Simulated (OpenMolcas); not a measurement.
**B3LYP/ANO-S-VDZ (population LoProp) run of NF3 (SMILES FN(F)F)**

We compute energy and one-electron properties of NF3. 

The calculation is run with OpenMolcas 26.06.

### Step 1. The molecule

NF3: 4 atoms, total charge 0, spin state singlet. As SMILES, `FN(F)F`. The shape is that of a GFN2-xTB optimisation.

Bond lengths: F1–N2 1.359 Å, N2–F3 1.359 Å, N2–F4 1.359 Å. Angles: F1–N2–F3 103.3°, F1–N2–F4 103.2°, F3–N2–F4 103.2°.

### Step 2. Energy and one-electron properties at B3LYP/ANO-S-VDZ (population LoProp)

Contents of job.input:

```
* F3N Kohn-Sham DFT
>>> EXPORT MOLCAS_PRINT=2
&GATEWAY
Coord
4
bohr
F      1.17739386    -0.00105825     2.02291402
N      0.64496353    -0.13537998    -0.48573520
F     -1.20150677    -1.91671141    -0.60114078
F     -0.62085062     2.05316854    -0.93603804
Basis=ANO-S-VDZ
Group=NoSym
&SEWARD
&SCF
KSDFT=B3LYP
PrOrbitals=0
&LOPROP
```

On the command line:

```
$ export MOLCAS_MEM=1860
$ pymolcas job.input > job.log
```

Output:

```text
--- Start Module: gateway ---
[...]
--- Stop Module: gateway /rc=_RC_ALL_IS_WELL_ ---
[...]
      Basis functions           36
[...]
--- Start Module: scf ---
[...]
       Convergence after  10 Iterations
[...]
::    Total KS-DFT energy                            -354.0854408772
[...]
--- Stop Module: scf /rc=_RC_ALL_IS_WELL_ ---
[...]
--- Start Module: loprop ---
[...]
       Convergence after   7 Iterations
[...]
::    Total KS-DFT energy                            -354.0854876468
[...]
       Convergence after   7 Iterations
[...]
::    Total KS-DFT energy                            -354.0854400921
[...]
       Convergence after   7 Iterations
[...]
::    Total KS-DFT energy                            -354.0854571862
[...]
       Convergence after   7 Iterations
[...]
::    Total KS-DFT energy                            -354.0854165251
[...]
       Convergence after   8 Iterations
[...]
::    Total KS-DFT energy                            -354.0854782676
[...]
      Total spin, S                                     0.0000000000
[...]
      Total electronic charge=   34.000000
      Total            charge=   -0.000000
[...]
      Dipole Moment (debye):
      Origin of the operator (angstrom)=   -0.0240    0.0050    0.0181
                   X=  9.5814E-02               Y= -1.9819E-02               Z= -1.1160E-01           Total=  1.4842E-01
      Quadrupole Moment (debye*angstrom):
[...]
--- Stop Module: loprop /rc=_RC_ALL_IS_WELL_ ---
[...]
```

Run time: 13 s. Hardware: 1 thread of Arm Neoverse V1, shared host; peak memory 0.37 GiB.

Atomic charges (e):

```csv
atom,Mulliken,program's own
F1,-0.115,-0.151
N2,+0.345,+0.452
F3,-0.115,-0.151
F4,-0.115,-0.151
```

### Step 3. Summary of results

Level: B3LYP/ANO-S-VDZ (population LoProp).

| quantity | value |
| --- | --- |
| total energy | -354.08544 Eh |
| dipole moment | 0.13 D |
| HOMO energy | -10.35 eV |
| LUMO energy | -1.09 eV |
| HOMO–LUMO gap | 9.26 eV |
| mean static polarisability | 13.2 bohr³ |

Mulliken charges run from -0.12 on F3 to +0.35 on N2.
